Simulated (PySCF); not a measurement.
Static response to an electric field

Compound: nitryl fluoride, FNO2.
Cartesian coordinates in Å at the GFN2-xTB level; atoms count from 1:
```xyz
4
FNO2 angstrom
O     -0.366    1.104    0.696
N      0.115    0.098    0.437
O      1.053   -0.515    0.672
F     -0.791   -0.682   -0.539
```

Level: PBE0/def2-SVPD (PySCF), static field, nuclei fixed, core orbitals frozen in the response. The polarisability tensor in these axes (au):

```
x   23.66 -2.90  4.46
y   -2.90 24.29  4.03
z    4.46  4.03 18.61
```

Question: Diagonalise the tensor; give its mean and Δα, where Δα² is half the sum of the squared differences of the eigenvalues.

Answer: Principal values 13.71, 25.97 and 26.89 au; mean 22.19 au = 3.29 Å³ = 3.66 × 10⁻⁴⁰ C²·m²/J; Δα = 12.75 au (57 % of the mean).

Question: What is the dipole moment, and where does it point?

Answer: (0.74, 0.63, 0.79) D, 1.26 D in size, pointing from the negative to the positive side. Measured along this direction, the outermost atoms are F4 at the negative end and O1 and O3 at the positive end.

Question: What depolarisation ratio follows for Rayleigh scattering of linearly polarised light, taking the static tensor?

Answer: ρ = 3Δα²/(45ᾱ² + 4Δα²) = 487.5/(22151 + 650.0) = 0.0214.

Question: In TDDFT the mean static polarisability is Σ f/ω² over all singlet excitations (ω in hartree). How much of it do the 8 lowest give? Their energies (eV) and oscillator strengths: 5.64, 0.0000; 6.56, 0.0002; 6.61, 0.0001; 7.45, 0.0006; 7.51, 0.0001; 7.71, 0.0000; 7.94, 0.0000; 8.17, 0.0325.

Answer: They add up to 0.37 au, 1.7 % of the 22.19 au; the largest single term is 0.36 au, from the state at 8.17 eV. Terms in order: 0.00, 0.00, 0.00, 0.01, 0.00, 0.00, 0.00, 0.36 au. Higher excitations give the rest. The strengths listed sum to 0.033.

Question: Directions of the eigenvectors, and the extent of the frame along each?

Answer: Largest value along (-0.66, 0.75, 0.01), where the nuclei span 2.15 Å; middle along (0.59, 0.51, 0.63), 1.93 Å; least along (-0.47, -0.42, 0.77), 0.00 Å. The response follows the extents in order.

Question: What would n − 1 = 2πNα be for an ideal gas of these molecules at 500 K and 1 atm, electronic part alone?

Answer: N = p/kT = 1.4678 × 10¹⁹ cm⁻³, so n − 1 = 2π × N × 3.29 × 10⁻²⁴ cm³ = 303 × 10⁻⁶ at long wavelengths, for an ideal gas.

Geometry: GFN2-xTB; no solvent, vibrations or thermal averaging.
